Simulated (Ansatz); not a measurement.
hcp Co was calculated with LDA in Ansatz (plane waves, PAW).

Settings: plane-wave cutoff 520 eV, 24×24×14 k mesh (along the axes of the cell as run), Fermi–Dirac smearing 0.05 eV, spin-polarised with parallel moments, scalar-relativistic PAW data made under PBE.

Cell (measured lattice):

```xyz
2
Lattice="1.2535 -2.1712 0.0000 1.2535 2.1712 0.0000 0.0000 0.0000 4.0700" Properties=species:S:1:pos:R:3 pbc="T T T"
Co     1.2536     0.7237     1.0175
Co     1.2536    -0.7237     3.0525
```
Starting moments (μB, in the order of the record's atoms Co Co): 1.8 1.8.

Q: Give the computed magnetic moment per atom (the cell's total over its atoms).

A: 
magnetic moment per atom (the cell's total over its atoms): 1.60 μB

The run finds no gap.

Note: cell and atoms aren't relaxed at this level (pressure -21.5 GPa).

Moments are spin moments.

Computed values are for the static lattice.

Cost on a shared machine: very roughly 50 core-seconds.

Ansatz is a first-principles code.
